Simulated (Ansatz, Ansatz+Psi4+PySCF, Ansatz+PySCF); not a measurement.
```xyz
5

C     0.6934    0.0271   -0.0744
O    -0.6656   -0.1203    0.0250
H    -1.0854    0.7331   -0.0978
H     1.1139    0.9786    0.2228
H     1.2189   -0.8784    0.1179
```

Basis set: cc-pVTZ (spherical functions). Left uncorrelated: 2 orbitals. Correlation on ROHF uses semicanonical orbitals with singles. Charge 0, multiplicity 2.

Computed with Ansatz (development build ahead of 0.2.0); each method stands on the lowest determinant of its kind that the runs found.

The atomization energy at this shape (free ground-state atoms in the same class of orbitals less the molecule, no zero-point energy) of doublet CH₃O:

| method | atomization energy |
| --- | --- |
| ROHF-CCSD(T) | 1664.1 kJ/mol |

Problem. What does ROHF-MP2 give?

Solution. 1688.1 kJ/mol.
